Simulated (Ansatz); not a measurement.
# AlSiH (singlet): from Hartree-Fock to the top rungs, 6-31G

An exercise on one series of results from a longer session: the logs are not shown, and one member is left open.

The runs use Ansatz 0.2.0, Gaussian basis; 6-31G, core rule «outside noble gas», up to 10 orbitals frozen.

The runs, in order: UHF; CCSD(T) on RHF; CCSD(T) on UHF; BCCD(T) on RHF; CISD; CCSDT(Q) on RHF; CCSDT(Q) on UHF; CISDTQ; CCSDTQ on RHF; CCSDTQ on UHF; CASSCF and MRCISD+Q, 8 electrons in 9 orbitals; CASSCF and NEVPT4(SD), 8 electrons in 9 orbitals; CASSCF and NEVPT2, 8 electrons in 9 orbitals; Full CI.

14 further runs of the same task are left out: 7 that didn't finish, 7 set aside as unsound or not needed. Runs told in other sessions of the task aren't counted.

### The system

The geometry is a PBE0/def2-TZVP stationary point (not a proven minimum).

3 atoms, charge 0, spin multiplicity 1.

Atoms are counted from 1 here; the program's logs count them from 0.

Bond lengths: Si1–Al2 2.354 Å, Al2–H3 1.595 Å. Angles: Si1–Al2–H3 180.0°.

As a file:

| atom | x (Å) | y (Å) | z (Å) |
| --- | --- | --- | --- |
| Si1 | 0.0000 | 0.0000 | 2.1008 |
| Al2 | 0.0000 | 0.0000 | -0.2530 |
| H3 | 0.0000 | 0.0000 | -1.8478 |

Set-up of the first run:

File in.yaml:

```yaml
crystal:
  periodic: [false, false, false]
  atoms:
    - {symbol: Si, position_ang: [0.000000, 0.000000, 2.100805]}
    - {symbol: Al, position_ang: [0.000000, 0.000000, -0.252999]}
    - {symbol: H, position_ang: [0.000000, 0.000000, -1.847805]}
basis:
  gaussian: {orbitals: 6-31G}
magnetization: {spin_polarized: true, initial_magnetization: 0}
hamiltonian: {xc: hf}
output: {orbitals: {seedname: orbitals}}
```

Started as:

```
$ ansatz run in.yaml --threads 1 --pin off --events-out ev --progress --plain --max-ram 2393MiB
```

Among the steps run: UHF; CCSD(T) on RHF; CCSD(T) on UHF; BCCD(T) on RHF; CISD; CCSDT(Q) on RHF; CCSDT(Q) on UHF; CISDTQ; CCSDTQ on RHF; CCSDTQ on UHF; CASSCF and MRCISD+Q, 8 electrons in 9 orbitals; CASSCF and NEVPT4(SD), 8 electrons in 9 orbitals; CASSCF and NEVPT2, 8 electrons in 9 orbitals; Full CI.

One of the session's tables, all rows but one given; the rest of the session is left out.

It belongs to the step «Misses and costs». 

| method | from FCI (kJ/mol) |
| --- | --- |
| RHF | +277.5 |
| RMP2 | +87.7 |
| CISD | +37.3 |
| RCCSD | ? |
| RCCSD(T) | +10.7 |
| BCCD(T) | +11.0 |
| RCCSDT | +4.8 |
| CISDTQ | +4.4 |
| RCCSDT(Q) | +1.0 |
| RCCSDTQ | +0.2 |
| CASSCF valence | +62.5 |
| NEVPT2 valence | +19.4 |
| NEVPT4(SD) valence | +3.0 |
| MRCISD valence | +1.6 |
| MRCISD+Q valence | +0.2 |
| FCI | 0 |

Estimate the missing values for RCCSD.

As computed: from FCI (kJ/mol): +18.8. In the column «from FCI (kJ/mol)» it lies between BCCD(T) (+11.0) and NEVPT2 valence (+19.4).

Left out of the table: UHF, UMP2, UCCSD, UCCSD(T), UCCSDT, UCCSDT(Q), UCCSDTQ (another determinant or state than the rows shown). UCCSDT(Q) lies 0.61 eV below the table's zero, so the state tabled may not be the lowest.

Caveats from the session: The report flags that the cluster equations may have other roots. The program flags RCCSDT(Q), RCCSDTQ as in doubt, so those rows may rest on another solution.
